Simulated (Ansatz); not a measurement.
# CH9AlSi: the cost of one run

Method: UHF/def2-SVP, in Ansatz 0.2.0.

## 1. The system as given

Bond lengths: Al1–C2 2.293 Å, Al1–H3 1.553 Å, Al1–H4 1.557 Å, Al1–H5 1.771 Å, Al1–Si6 2.709 Å, C2–H7 1.101 Å, C2–H8 1.091 Å, C2–H9 1.085 Å, Si6–H10 1.484 Å, Si6–H11 1.472 Å, Si6–H12 1.476 Å. Angles (14 of 22 angles, heavy atoms first): C2–Al1–Si6 81.2°, Al1–C2–H7 73.2°, Al1–C2–H8 97.0°, Al1–C2–H9 151.1°, C2–Al1–H3 100.9°, C2–Al1–H4 116.1°, C2–Al1–H5 37.5°, H3–Al1–Si6 122.6°, H4–Al1–Si6 117.5°, H5–Al1–Si6 43.7°, Al1–Si6–H10 124.4°, Al1–Si6–H11 113.9°, Al1–Si6–H12 109.6°, H7–C2–H8 108.1°.

As a file:

```xyz
12

Al   -1.0720   -0.1292   -0.8737
C     1.1228    0.5188   -1.0137
H    -1.0977   -1.2990   -1.8948
H    -2.1311    0.9653   -1.1956
H     0.3946    0.0866    0.0961
Si   -0.3734   -0.4695    1.7211
H     0.5544    1.1679   -1.6980
H     1.4792   -0.3421   -1.5818
H     1.9736    1.0805   -0.6417
H     1.0246   -0.4827    2.2189
H    -0.9061   -1.7021    2.3253
H    -0.9690    0.6055    2.5379
```

## 2. Pulling towards end A

Springs on the bonds that form and break draw the guess towards this end; the thresholds are loose.

Contents of input.yaml:

```yaml
crystal:
  periodic: [false, false, false]
  atoms:
    - { symbol: Al, position_ang: [-1.072, -0.1292, -0.8737] }
    - { symbol: C, position_ang: [1.1228, 0.5188, -1.0137] }
    - { symbol: H, position_ang: [-1.0977, -1.299, -1.8948] }
    - { symbol: H, position_ang: [-2.1311, 0.9653, -1.1956] }
    - { symbol: H, position_ang: [0.3946, 0.0866, 0.0961] }
    - { symbol: Si, position_ang: [-0.3734, -0.4695, 1.7211] }
    - { symbol: H, position_ang: [0.5544, 1.1679, -1.698] }
    - { symbol: H, position_ang: [1.4792, -0.3421, -1.5818] }
    - { symbol: H, position_ang: [1.9736, 1.0805, -0.6417] }
    - { symbol: H, position_ang: [1.0246, -0.4827, 2.2189] }
    - { symbol: H, position_ang: [-0.9061, -1.7021, 2.3253] }
    - { symbol: H, position_ang: [-0.969, 0.6055, 2.5379] }
magnetization:
  spin_polarized: true
basis:
  gaussian: { orbitals: def2-SVP }
hamiltonian:
  xc: hf
relax:
  f_tol: 0.15
  max_steps: 25
  restrain:
    - { distance: [0, 5], at: 3.62, k: 30.0 }
    - { distance: [4, 1], at: 2.37, k: 30.0 }
    - { distance: [0, 1], at: 1.97, k: 30.0 }
    - { distance: [4, 5], at: 1.42, k: 30.0 }
output:
  orbitals: {}
```

Started as:

```console
$ ansatz run input.yaml --threads 2 --pin off --max-ram 3072MiB --backend cpu --events-out ev --progress --plain --runs-dir out
```

Q: Estimate wall time and peak memory on 2 threads of Arm Neoverse V2, shared host.

About 12 s, with a peak of 0.2 GiB.
